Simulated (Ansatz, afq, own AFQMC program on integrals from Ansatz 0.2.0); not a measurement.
**Where AFQMC and coupled cluster stand for SiGeH, quartet**

```yaml
atoms:
  - { symbol: Si, position_ang: [0.0000, -0.1779, 1.7322] }
  - { symbol: Ge, position_ang: [0.0000, 0.0482, -0.6512] }
  - { symbol: H, position_ang: [0.0000, 1.4845, -1.3387] }
```

Connectivity, by distances: Si–GeH.

Basis cc-pVDZ. Noble-gas cores (and the filled d shells of Ga–Kr and In–Xe) are frozen. Ansatz 0.2.0 and our own AFQMC program on the same integrals; the CISD trial comes from CCSD amplitudes, and released means the phaseless constraint is let go. Error bars are statistical, one sigma. No spin–orbit coupling.

Determinant: UHF, the one that the program's search chose, which needn't be the lowest solution. The geometry is a point of a scan.

No full CI on the walks' own integrals is used here; CCSDT(Q) serves as the reference and is uncertain by about the last step of the cluster series.

Cautions: no relativity below Rb; no spin-orbit coupling; inner d shell frozen; lower spins were not checked; higher spins were not checked; raised T1 diagnostic (T1 0.040, weight of the determinant 0.85, largest double 0.09).

The T1 diagnostic is 0.0401 and the weight of the determinant in the CISD state is 0.845. The ⟨S²⟩ of the determinant is 3.766 and the size of the correlated space is 9 electrons in 31 orbitals.

```json
{"level": "MP2", "correlation energy (eV)": "-3.4358"}
{"level": "CCSD", "correlation energy (eV)": "-4.4152"}
{"level": "CCSD(T)", "correlation energy (eV)": "-4.5954"}
```

Task: Estimate where phaseless AFQMC with a CISD trial lies against CCSD(T) on the same integrals.

Result: 2.5 ± 0.9 kJ/mol below CCSD(T).

Reference: CCSDT(Q), correlation energy -4.659 eV. The released energy is read at 2.40 1/Eh (meV from the phaseless value at times in 1/Eh: -11 ± 11 at 0.24, -13 ± 9 at 0.51, -10 ± 10 at 0.99, -26 ± 9 at 1.62, -35 ± 13 at 2.40).

```tsv
level	E − E(reference) (kJ/mol)	share of correlation (%)
CCSD(T)	6.1	98.64
CCSDT	1.3	99.72
ph-AFQMC/CISD	3.6 ± 0.9	99.19
released AFQMC	0.3 ± 1.3	99.94
```

A walk keeps the symmetry of its determinant, which the program's search chose and which needn't be the lowest solution, so a lower state of the same spin and another symmetry isn't excluded. Released energies are given only where the last usable release times agree within the noise; a slower fall can still hide under it.
